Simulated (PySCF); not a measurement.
## Dipole moment and polarisability of BH2Me

BH2Me, CH5B.
Geometry (PBE0-D3(BJ)/def2-SVP, Å), atoms numbered from 1 in this order:
```xyz
7
CH5B angstrom
B      0.433    0.765    0.013
H      1.645    0.776   -0.006
H     -0.147    1.824   -0.091
C     -0.344   -0.578    0.074
H     -0.382   -0.885   -0.995
H     -1.387   -0.509    0.411
H      0.182   -1.393    0.593
```

Level: CAM-B3LYP/def2-SVPD (PySCF), static field, nuclei fixed, core orbitals frozen in the response. The polarisability tensor in these axes (au):

```
x   30.85  1.66  0.08
y    1.66 32.90 -0.17
z    0.08 -0.17 25.67
```

Q: Give the principal values, the mean and the anisotropy Δα = √{½[(α1 − α2)² + (α2 − α3)² + (α1 − α3)²]}.

A: Principal values 25.66, 29.93 and 33.82 au; mean 29.80 au = 4.42 Å³ = 4.91 × 10⁻⁴⁰ C²·m²/J; Δα = 7.07 au (24 % of the mean).

Q: What is the dipole moment, and where does it point?

A: (-0.32, -0.60, -0.07) D, 0.69 D in size, pointing from the negative to the positive side. Measured along this direction, the outermost atoms are H3 and H2 at the negative end and H7, H5 and H6 at the positive end.

Q: What would n − 1 = 2πNα be for an ideal gas of these molecules at 500 K and 1 atm, electronic part alone?

A: N = p/kT = 1.4678 × 10¹⁹ cm⁻³, so n − 1 = 2π × N × 4.42 × 10⁻²⁴ cm³ = 407 × 10⁻⁶ at long wavelengths, for an ideal gas.

Q: Form Σ f/ω² (atomic units) for the 10 lowest TDDFT singlets, given as eV and f, and set it beside the mean polarisability, which is this sum over all singlets: 5.83, 0.0002; 6.28, 0.0019; 8.65, 0.0192; 9.08, 0.0020; 9.13, 0.0189; 9.16, 0.1275; 9.59, 0.0962; 10.16, 0.2456; 10.51, 0.0443; 10.71, 0.1388.

A: They add up to 5.27 au, 17.7 % of the 29.80 au; the largest single term is 1.76 au, from the state at 10.16 eV. Terms in order: 0.01, 0.04, 0.19, 0.02, 0.17, 1.12, 0.77, 1.76, 0.30, 0.90 au. Higher excitations give the rest. The strengths listed sum to 0.695.

Q: How large is μ²/3kT at 273 K beside α?

A: In Gaussian units μ²/3kT = 4.18 Å³ against 4.42 Å³, a ratio of 0.95; the Debye molar polarisation (4π/3)N_A(α + μ²/3kT) is 21.7 cm³/mol, leaving out the vibrational part.

Geometry: PBE0-D3(BJ)/def2-SVP; no solvent, vibrations or thermal averaging.
